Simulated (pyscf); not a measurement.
Thermochemistry of product channels of H₂Al–O–GeH₃ + hydrogen fluoride (HF) on the singlet surface, in kcal/mol, from CCSD(T)/def2-TZVPP + ΔMP2(QZVPP) energies (ideal gas, 1 atm, RRHO with modes under 100 cm⁻¹ raised to 100, one conformer, R ln 2 for chiral ones without a mode under 150 cm⁻¹). Single points on ωB97X-D3(BJ)/def2-SVP structures (PySCF, gas phase). Correlated levels are frozen-core, on RHF or UHF. ΔMP2 is the change of the MP2 total energy from the triple- to the quadruple-zeta basis.

```csv
products,ΔE,ΔH(298 K),ΔG(900 K),ΔG(1200 K)
HO–AlH₂ + F–GeH₃,-3.5,-3.4,-3.2,-2.7
F–AlH₂ + HO–GeH₃,-7.3,-7.1,-8.3,-8.3
```

These are energies of the channels, which say nothing of barriers. The CCSD(T) − MP2 part came from Ansatz, without density fitting, on the same reference. The frozen core leaves the outer d or s,p core shells of the metals and heavy elements correlated in the MP2 and CC values, and def2-TZVPP describes them poorly, which can shift differences by a few kcal/mol. Elements up to Kr have no core potential and no relativistic terms here.
